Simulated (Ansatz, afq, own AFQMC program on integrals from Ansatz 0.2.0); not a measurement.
AlB, triplet in cc-pVDZ, levels against full CI

| atom | x (Å) | y (Å) | z (Å) |
| --- | --- | --- | --- |
| B | 0.0000 | 0.0000 | 0.0000 |
| Al | 0.0000 | 0.0000 | 6.9690 |

Basis cc-pVDZ. Only valence electrons are correlated. AFQMC by an in-house program on the Cholesky factors that Ansatz 0.2.0 writes for its CCSD(T) run. ph-AFQMC/CISD is guided by a CISD state made of CCSD amplitudes; releasing the constraint for a short imaginary time cuts its bias at the price of noise, slowly where states lie close. Uncertainties: one standard error, sampling alone.

Determinant: UHF, the one that the program's search chose, which needn't be the lowest solution. The geometry is a point of a scan.

Full CI on the same integrals is exact in this basis and with this determinant's frozen core.

Cautions: lower spins were not checked; the released energies have errors that jump between times, so the bars are unsure, so no released level is given (meV from the phaseless value at times in 1/Eh: -2.2 ± 1.5 at 0.24, -68 ± 63 at 0.51, -7.9 ± 1.1 at 0.99, -17 ± 4 at 1.62, -12.2 ± 2.1 at 2.40).

* T1 diagnostic: 0.0128
* weight of the determinant in the CISD state: 0.876
* ⟨S²⟩ of the determinant: 2.022
* size of the correlated space: 6 electrons in 26 orbitals

Reference: full CI, correlation energy -2.939 eV.

```
        level  E − E(reference) (kJ/mol)  share of correlation (%)
           HF                      283.6                      0.00
          MP2                      107.4                     62.13
         CCSD                        6.0                     97.90
      CCSD(T)                        2.1                     99.28
        CCSDT                        0.1                     99.95
     CCSDT(Q)                        0.1                     99.95
       CCSDTQ                        0.1                     99.97
  ph-AFQMC/HF                 18.7 ± 2.4                     93.40
ph-AFQMC/CISD                  1.6 ± 0.2                     99.43
```

CCSDT and higher add their correlation energy to the determinant of the CCSD(T) run, since their own runs factorise the integrals more tightly (a shift of under 2 meV). A walk keeps the symmetry of its determinant, which the program's search chose and which needn't be the lowest solution, so a lower state of the same spin and another symmetry isn't excluded.
